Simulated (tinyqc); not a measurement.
UKS/BLYP in the sto-6g basis, for CH2, spin multiplicity 3, step by step (part 1 of 2). Computed by tinyqc, a small Python program that keeps every step (integrals from PySCF). Settings: charge = 0, multiplicity = 3, basis = sto-6g, energy threshold = 1e-08, iteration cap = 76, orthogonalisation = canonical, start = Wolfsberg-Helmholz matrix, DIIS depth = 3, shift = 0.2, method = UKS, functional = blyp, grid = [20, 14]. Command: `OMP_NUM_THREADS=1 python tinyqc.py 23136 23137 out.jsonl` (the two numbers bound the seeds that draw the settings). One thread of a shared host (Intel(R) Xeon(R) Processor @ 2.60GHz), about 5 s of CPU time with the checks. Later iterations appear only in the table of the cycle.

## One-electron integrals

Geometry (angstrom):
```
atom         x          y         z
C     0.000000   0.000000  0.000000
H     0.000000   1.070000  0.488000
H     0.000000  -1.070000  0.488000
```

Basis sto-6g: exponents (1/bohr^2) and contraction coefficients of normalised primitives:
```
element  l (shell)    exponent  coefficient
C            s (1)  742.737049     0.009164
C            s (1)  136.180025     0.049361
C            s (1)   38.098264     0.168538
C            s (1)   13.087782     0.370563
C            s (1)    5.082369     0.416492
C            s (1)    2.093200     0.130334
C            s (2)   30.497239    -0.013253
C            s (2)    6.036200    -0.046992
C            s (2)    1.876046    -0.033785
C            s (2)    0.721783     0.250242
C            s (2)    0.313471     0.595117
C            s (2)    0.143687     0.240706
C            p (3)   30.497239     0.003760
C            p (3)    6.036200     0.037679
C            p (3)    1.876046     0.173897
C            p (3)    0.721783     0.418036
C            p (3)    0.313471     0.425860
C            p (3)    0.143687     0.101708
H            s (1)   35.523221     0.009164
H            s (1)    6.513144     0.049361
H            s (1)    1.822143     0.168538
H            s (1)    0.625955     0.370563
H            s (1)    0.243077     0.416492
H            s (1)    0.100112     0.130334
```

Overlap, kinetic and nuclear-attraction integrals over the contracted functions; the nuclear repulsion is the sum of Za Zb / Rab.

nuclear repulsion = 5.64691378 hartree

overlap S, lower triangle:
```
           1C 1s     1C 2s    1C 2px     1C 2py    1C 2pz     2H 1s     3H 1s
1C 1s   1.000000
1C 2s   0.243228  1.000000
1C 2px  0.000000  0.000000  1.000000
1C 2py  0.000000  0.000000  0.000000   1.000000
1C 2pz  0.000000  0.000000  0.000000   0.000000  1.000000
2H 1s   0.053051  0.443079  0.000000   0.397222  0.181163  1.000000
3H 1s   0.053051  0.443079  0.000000  -0.397222  0.181163  0.095585  1.000000
```

kinetic energy T (hartree), lower triangle:
```
            1C 1s     1C 2s    1C 2px     1C 2py    1C 2pz      2H 1s     3H 1s
1C 1s   16.068641
1C 2s   -0.492789  0.492405
1C 2px   0.000000  0.000000  1.479234
1C 2py   0.000000  0.000000  0.000000   1.479234
1C 2pz   0.000000  0.000000  0.000000   0.000000  1.479234
2H 1s   -0.009059  0.080398  0.000000   0.194134  0.088540   0.768522
3H 1s   -0.009059  0.080398  0.000000  -0.194134  0.088540  -0.012131  0.768522
```

nuclear attraction V (hartree), lower triangle:
```
             1C 1s      1C 2s     1C 2px     1C 2py     1C 2pz      2H 1s      3H 1s
1C 1s   -34.907901
1C 2s    -3.837314  -6.042925
1C 2px    0.000000   0.000000  -5.969585
1C 2py    0.000000   0.000000   0.000000  -6.151158
1C 2pz   -0.012744  -0.128171   0.000000   0.000000  -6.007353
2H 1s    -0.943009  -2.234253   0.000000  -1.859816  -0.873069  -4.145621
3H 1s    -0.943009  -2.234253   0.000000   1.859816  -0.873069  -0.448538  -4.145621
```

core Hamiltonian H = T + V (hartree), lower triangle:
```
             1C 1s      1C 2s     1C 2px     1C 2py     1C 2pz      2H 1s      3H 1s
1C 1s   -18.839260
1C 2s    -4.330103  -5.550519
1C 2px    0.000000   0.000000  -4.490350
1C 2py    0.000000   0.000000   0.000000  -4.671924
1C 2pz   -0.012744  -0.128171   0.000000   0.000000  -4.528118
2H 1s    -0.952067  -2.153855   0.000000  -1.665682  -0.784529  -3.377099
3H 1s    -0.952067  -2.153855   0.000000   1.665682  -0.784529  -0.460669  -3.377099
```

## Two-electron integrals

Functions are numbered as in S; the eight-fold symmetry (ij|kl) = (ji|kl) = (kl|ij) leaves the list below.

Two-electron integrals (ij|kl) in chemists' order, unique and non-zero (hartree):
```
(11|11) 3.543743    (21|11) 0.529462    (21|21) 0.100317    (22|11) 0.853596
(22|21) 0.199930    (22|22) 0.624844    (31|31) 0.021271    (32|31) 0.031868
(32|32) 0.138108    (33|11) 0.853598    (33|21) 0.199930    (33|22) 0.624843
(33|33) 0.673218    (41|41) 0.021271    (42|41) 0.031868    (42|42) 0.138108
(43|43) 0.036281    (44|11) 0.853598    (44|21) 0.199930    (44|22) 0.624843
(44|33) 0.600655    (44|44) 0.673218    (51|51) 0.021271    (52|51) 0.031868
(52|52) 0.138108    (53|53) 0.036281    (54|54) 0.036281    (55|11) 0.853598
(55|21) 0.199930    (55|22) 0.624843    (55|33) 0.600655    (55|44) 0.600655
(55|55) 0.673218    (61|11) 0.121739    (61|21) 0.022202    (61|22) 0.043520
(61|33) 0.043355    (61|41) 0.001324    (61|42) 0.002563    (61|44) 0.043764
(61|51) 0.000604    (61|52) 0.001169    (61|54) 0.000186    (61|55) 0.043440
(61|61) 0.005053    (62|11) 0.290271    (62|21) 0.068989    (62|22) 0.237288
(62|33) 0.231669    (62|41) 0.006383    (62|42) 0.042540    (62|44) 0.245622
(62|51) 0.002911    (62|52) 0.019401    (62|54) 0.006364    (62|55) 0.234571
(62|61) 0.015756    (62|62) 0.118983    (63|31) 0.007407    (63|32) 0.037850
(63|43) 0.008308    (63|53) 0.003789    (63|63) 0.014516    (64|11) 0.226957
(64|21) 0.054700    (64|22) 0.199198    (64|33) 0.189263    (64|41) 0.011758
(64|42) 0.070697    (64|44) 0.216796    (64|51) 0.001985    (64|52) 0.014981
(64|54) 0.008768    (64|55) 0.191534    (64|61) 0.013099    (64|62) 0.118580
(64|64) 0.130497    (65|11) 0.103510    (65|21) 0.024947    (65|22) 0.090849
(65|33) 0.086318    (65|41) 0.001985    (65|42) 0.014981    (65|44) 0.091297
(65|51) 0.008312    (65|52) 0.044682    (65|54) 0.010579    (65|55) 0.094932
(65|61) 0.005974    (65|62) 0.054081    (65|64) 0.052896    (65|65) 0.038641
(66|11) 0.442640    (66|21) 0.107260    (66|22) 0.418443    (66|33) 0.396460
(66|41) 0.012426    (66|42) 0.110595    (66|44) 0.451052    (66|51) 0.005667
(66|52) 0.050439    (66|54) 0.024898    (66|55) 0.407816    (66|61) 0.024924
(66|62) 0.266615    (66|64) 0.293508    (66|65) 0.133862    (66|66) 0.774999
(71|11) 0.121739    (71|21) 0.022202    (71|22) 0.043520    (71|33) 0.043355
(71|41) -0.001324   (71|42) -0.002563   (71|44) 0.043764    (71|51) 0.000604
(71|52) 0.001169    (71|54) -0.000186   (71|55) 0.043440    (71|61) 0.004874
(71|62) 0.014594    (71|64) 0.011028    (71|65) 0.005542    (71|66) 0.022510
(71|71) 0.005053    (72|11) 0.290271    (72|21) 0.068989    (72|22) 0.237288
(72|33) 0.231669    (72|41) -0.006383   (72|42) -0.042540   (72|44) 0.245622
(72|51) 0.002911    (72|52) 0.019401    (72|54) -0.006364   (72|55) 0.234571
(72|61) 0.014594    (72|62) 0.081842    (72|64) 0.059392    (72|65) 0.036155
(72|66) 0.140651    (72|71) 0.015756    (72|72) 0.118983    (73|31) 0.007407
(73|32) 0.037850    (73|43) -0.008308   (73|53) 0.003789    (73|63) 0.009197
(73|73) 0.014516    (74|11) -0.226957   (74|21) -0.054700   (74|22) -0.199198
(74|33) -0.189263   (74|41) 0.011758    (74|42) 0.070697    (74|44) -0.216796
(74|51) -0.001985   (74|52) -0.014981   (74|54) 0.008768    (74|55) -0.191534
(74|61) -0.011028   (74|62) -0.059392   (74|64) -0.035283   (74|65) -0.025746
(74|66) -0.096094   (74|71) -0.013099   (74|72) -0.118580   (74|74) 0.130497
(75|11) 0.103510    (75|21) 0.024947    (75|22) 0.090849    (75|33) 0.086318
(75|41) -0.001985   (75|42) -0.014981   (75|44) 0.091297    (75|51) 0.008312
(75|52) 0.044682    (75|54) -0.010579   (75|55) 0.094932    (75|61) 0.005542
(75|62) 0.036155    (75|64) 0.025746    (75|65) 0.024823    (75|66) 0.065636
(75|71) 0.005974    (75|72) 0.054081    (75|74) -0.052896   (75|75) 0.038641
(76|11) 0.057785    (76|21) 0.013736    (76|22) 0.048246    (76|33) 0.047180
(76|44) 0.048829    (76|51) 0.000997    (76|52) 0.006865    (76|55) 0.048729
(76|61) 0.003036    (76|62) 0.020902    (76|64) 0.018216    (76|65) 0.010458
(76|66) 0.042822    (76|71) 0.003036    (76|72) 0.020902    (76|74) -0.018216
(76|75) 0.010458    (76|76) 0.004509    (77|11) 0.442640    (77|21) 0.107260
(77|22) 0.418443    (77|33) 0.396460    (77|41) -0.012426   (77|42) -0.110595
(77|44) 0.451052    (77|51) 0.005667    (77|52) 0.050439    (77|54) -0.024898
(77|55) 0.407816    (77|61) 0.022510    (77|62) 0.140651    (77|64) 0.096094
(77|65) 0.065636    (77|66) 0.246758    (77|71) 0.024924    (77|72) 0.266615
(77|74) -0.293508   (77|75) 0.133862    (77|76) 0.042822    (77|77) 0.774999
```

## Orthogonalisation

S = U s U^T; canonical form X = U s^(-1/2), so that X^T S X = 1. Each column of U has its largest component positive (the first on a tie).

eigenvalues of S: 0.347922  0.388421  0.893176  1.000000  1.071169  1.515994  1.783318

X:
```
                1          2          3         4          5          6         7
1C 1s   -0.311239   0.000000   0.777509  0.000000  -0.577393   0.000000  0.197051
1C 2s    1.173993   0.000000  -0.262169  0.000000  -0.230021   0.000000  0.475028
1C 2px   0.000000   0.000000   0.000000  1.000000   0.000000   0.000000  0.000000
1C 2py   0.000000   1.085422   0.000000  0.000000   0.000000   0.598143  0.000000
1C 2pz   0.432547   0.000000   0.616639  0.000000   0.712786   0.000000  0.169208
2H 1s   -0.778454  -0.835579  -0.181803  0.000000   0.140007   0.388496  0.365814
3H 1s   -0.778454   0.835579  -0.181803  0.000000   0.140007  -0.388496  0.365814
```

## Starting guess

The start is the generalised Wolfsberg-Helmholz matrix (K = 1.75) built on H; D(s) = C_occ C_occ^T for each spin.

D(alpha) at the start, lower triangle:
```
            1C 1s      1C 2s    1C 2px     1C 2py    1C 2pz     2H 1s     3H 1s
1C 1s    1.029661
1C 2s   -0.111148   0.504154
1C 2px   0.000000   0.000000  1.000000
1C 2py   0.000000   0.000000  0.000000   0.536993
1C 2pz   0.052082  -0.188108  0.000000   0.000000  0.937744
2H 1s   -0.082631   0.196964  0.000000   0.203558  0.052936  0.174190
3H 1s   -0.082631   0.196964  0.000000  -0.203558  0.052936  0.019863  0.174190
```

D(beta) at the start, lower triangle:
```
            1C 1s     1C 2s    1C 2px     1C 2py    1C 2pz     2H 1s     3H 1s
1C 1s    1.019362
1C 2s   -0.075818  0.382962
1C 2px   0.000000  0.000000  0.000000
1C 2py   0.000000  0.000000  0.000000   0.536993
1C 2pz  -0.043473  0.139678  0.000000   0.000000  0.051194
2H 1s   -0.080771  0.190585  0.000000   0.203558  0.070190  0.173854
3H 1s   -0.080771  0.190585  0.000000  -0.203558  0.070190  0.019528  0.173854
```

## Iteration 1: exchange-correlation on the grid

Becke grid with 20 radial and 14 angular points per atom, points of zero weight dropped. rho = sum D_ij phi_i phi_j; V_xc,ij = sum w v_xc phi_i phi_j plus the gradient terms; v_xc is d(rho eps)/d rho(s) for spin s at fixed gradient.

The 12 grid points with the largest w rho, of 832 (bohr, atomic units):
```
x                  y          z         w  rho(alpha)  rho(beta)     eps_xc  v_xc(alpha)
-0.737458   0.737458   0.737458  0.509201    0.106555   0.063526  -0.470049    -0.603637
0.737458    0.737458   0.737458  0.509201    0.106555   0.063526  -0.470049    -0.603637
-0.737458  -0.737458   0.737458  0.509201    0.106555   0.063526  -0.470049    -0.603637
0.737458   -0.737458   0.737458  0.509201    0.106555   0.063526  -0.470049    -0.603637
-0.737458  -0.737458  -0.737458  0.572208    0.113909   0.027990  -0.473156    -0.593677
0.737458   -0.737458  -0.737458  0.572208    0.113909   0.027990  -0.473156    -0.593677
0.737458    0.737458  -0.737458  0.572208    0.113909   0.027990  -0.473156    -0.593677
-0.737458   0.737458  -0.737458  0.572208    0.113909   0.027990  -0.473156    -0.593677
0.000000   -1.277315   0.000000  0.366623    0.108034   0.103759  -0.489481    -0.623865
0.000000    1.277315   0.000000  0.366623    0.108034   0.103759  -0.489481    -0.623865
-0.976610  -0.976610  -0.976610  1.211315    0.049079   0.012631  -0.378464    -0.439293
0.976610   -0.976610  -0.976610  1.211315    0.049079   0.012631  -0.378464    -0.439293
```

electrons on the grid, sum of w rho = 7.984010

E_xc = sum of w rho eps_xc = -6.18280139 hartree

V_xc(alpha) (hartree), lower triangle:
```
            1C 1s      1C 2s     1C 2px     1C 2py     1C 2pz      2H 1s      3H 1s
1C 1s   -2.322847
1C 2s   -0.301612  -0.605012
1C 2px   0.000000   0.000000  -0.597799
1C 2py   0.000000   0.000000   0.000000  -0.608374
1C 2pz   0.000402   0.000616   0.000000   0.000000  -0.608610
2H 1s   -0.071780  -0.228924   0.000000  -0.196513  -0.092446  -0.442850
3H 1s   -0.071780  -0.228924   0.000000   0.196513  -0.092446  -0.045187  -0.442850
```

V_xc(beta) (hartree), lower triangle:
```
            1C 1s      1C 2s     1C 2px     1C 2py     1C 2pz      2H 1s      3H 1s
1C 1s   -2.298312
1C 2s   -0.283520  -0.495537
1C 2px   0.000000   0.000000  -0.452586
1C 2py   0.000000   0.000000   0.000000  -0.562471
1C 2pz  -0.004096  -0.048447   0.000000   0.000000  -0.471458
2H 1s   -0.068569  -0.207086   0.000000  -0.190324  -0.093909  -0.436549
3H 1s   -0.068569  -0.207086   0.000000   0.190324  -0.093909  -0.041004  -0.436549
```

## Iteration 1: building the Kohn-Sham matrix

J_ij = sum D_kl (ij|kl) with D = D(alpha) + D(beta); F = H + J + V_xc; E = tr D H + tr D J / 2 + E_xc + E_nn.

Coulomb J (hartree), lower triangle:
```
            1C 1s     1C 2s    1C 2px     1C 2py    1C 2pz     2H 1s     3H 1s
1C 1s   11.538620
1C 2s    2.106645  5.146035
1C 2px   0.000000  0.000000  5.102117
1C 2py   0.000000  0.000000  0.000000   5.214266
1C 2pz   0.012746  0.098536  0.000000   0.000000  5.121724
2H 1s    0.472476  1.961352  0.000000   1.652839  0.773522  3.542990
3H 1s    0.472476  1.961352  0.000000  -1.652839  0.773522  0.398626  3.542990
```

F(alpha) (hartree), lower triangle:
```
            1C 1s      1C 2s    1C 2px     1C 2py     1C 2pz      2H 1s      3H 1s
1C 1s   -9.623487
1C 2s   -2.525069  -1.009496
1C 2px   0.000000   0.000000  0.013967
1C 2py   0.000000   0.000000  0.000000  -0.066032
1C 2pz   0.000405  -0.029018  0.000000   0.000000  -0.015004
2H 1s   -0.551372  -0.421426  0.000000  -0.209356  -0.103453  -0.276958
3H 1s   -0.551372  -0.421426  0.000000   0.209356  -0.103453  -0.107231  -0.276958
```

F(beta) (hartree), lower triangle:
```
            1C 1s      1C 2s    1C 2px     1C 2py     1C 2pz      2H 1s      3H 1s
1C 1s   -9.598952
1C 2s   -2.506977  -0.900021
1C 2px   0.000000   0.000000  0.159180
1C 2py   0.000000   0.000000  0.000000  -0.020129
1C 2pz  -0.004094  -0.078082  0.000000   0.000000   0.122148
2H 1s   -0.548160  -0.399589  0.000000  -0.203167  -0.104916  -0.270658
3H 1s   -0.548160  -0.399589  0.000000   0.203167  -0.104916  -0.103047  -0.270658
```

total energy of this density = -38.87904637 hartree

## Iteration 1: diagonalisation and new density

A level shift of 0.2 hartree raises the virtual space: F + shift (S - S D(s) S), with D(s) the density of one spin. Diagonalise F' = X^T F X, C = X C', fill 5 alpha and 3 beta electrons from the bottom; D(s) = C_occ C_occ^T. Each column has its largest component positive (the first on a tie).

F' = X^T F X (alpha) (hartree), lower triangle:
```
           1         2          3         4          5          6          7
1   0.364156
2   0.000000  0.641397
3   0.744696  0.000000  -4.599434
4   0.000000  0.000000   0.000000  0.013967
5  -0.519275  0.000000   4.118680  0.000000  -3.753338
6   0.000000  0.074517   0.000000  0.000000   0.000000  -0.266146
7   0.241114  0.000000  -2.271109  0.000000   2.122587   0.000000  -1.657501
```

orbital energies (alpha) (hartree): MO1 -9.627889, MO2 -0.454609, MO3 -0.272224, MO4 -0.048746, MO5 0.013967, MO6 0.485127, MO7 0.647475

coefficients C (alpha):
```
              MO1        MO2        MO3        MO4       MO5        MO6        MO7
1C 1s    0.993825  -0.209505   0.000000   0.100845  0.000000  -0.178468   0.000000
1C 2s    0.027411   0.658761   0.000000  -0.472111  0.000000   1.033415   0.000000
1C 2px   0.000000   0.000000   0.000000   0.000000  1.000000   0.000000   0.000000
1C 2py   0.000000   0.000000   0.507927   0.000000  0.000000   0.000000   1.130454
1C 2pz   0.002429   0.073977   0.000000   0.859676  0.000000   0.599594   0.000000
2H 1s   -0.006899   0.313329   0.455136   0.202730  0.000000  -0.808172  -0.801232
3H 1s   -0.006899   0.313329  -0.455136   0.202730  0.000000  -0.808172   0.801232
```

F' = X^T F X (beta) (hartree), lower triangle:
```
           1         2          3         4          5          6          7
1   0.419197
2   0.000000  0.675982
3   0.729490  0.000000  -4.425516
4   0.000000  0.000000   0.000000  0.359180
5  -0.530627  0.000000   4.290120  0.000000  -3.540651
6   0.000000  0.101977   0.000000  0.000000   0.000000  -0.243331
7   0.287076  0.000000  -2.282457  0.000000   2.102132   0.000000  -1.614170
```

orbital energies (beta) (hartree): MO1 -9.602732, MO2 -0.401374, MO3 -0.254508, MO4 0.292087, MO5 0.359180, MO6 0.550879, MO7 0.687158

coefficients C (beta):
```
              MO1        MO2        MO3        MO4       MO5        MO6        MO7
1C 1s    0.994279  -0.188043   0.000000  -0.157308  0.000000  -0.157816   0.000000
1C 2s    0.025477   0.556994   0.000000   0.741449  0.000000   0.930008   0.000000
1C 2px   0.000000   0.000000   0.000000   0.000000  1.000000   0.000000   0.000000
1C 2py   0.000000   0.000000   0.476334   0.000000  0.000000   0.000000   1.144125
1C 2pz   0.002654   0.148227   0.000000  -0.710409  0.000000   0.759852   0.000000
2H 1s   -0.006428   0.367444   0.477214  -0.317267  0.000000  -0.746157  -0.788281
3H 1s   -0.006428   0.367444  -0.477214  -0.317267  0.000000  -0.746157   0.788281
```

D(alpha) after iteration 1, lower triangle:
```
            1C 1s      1C 2s    1C 2px     1C 2py    1C 2pz      2H 1s     3H 1s
1C 1s    1.041751
1C 2s   -0.158382   0.657606
1C 2px   0.000000   0.000000  1.000000
1C 2py   0.000000   0.000000  0.000000   0.257990
1C 2pz   0.073610  -0.357063  0.000000   0.000000  0.744522
2H 1s   -0.052056   0.110509  0.000000   0.231176  0.197445   0.346471
3H 1s   -0.052056   0.110509  0.000000  -0.231176  0.197445  -0.067826  0.346471
```

D(beta) after iteration 1, lower triangle:
```
            1C 1s     1C 2s    1C 2px     1C 2py    1C 2pz      2H 1s     3H 1s
1C 1s    1.023950
1C 2s   -0.079408  0.310891
1C 2px   0.000000  0.000000  0.000000
1C 2py   0.000000  0.000000  0.000000   0.226894
1C 2pz  -0.025234  0.082629  0.000000   0.000000  0.021978
2H 1s   -0.075487  0.204500  0.000000   0.227313  0.054448   0.362790
3H 1s   -0.075487  0.204500  0.000000  -0.227313  0.054448  -0.092677  0.362790
```
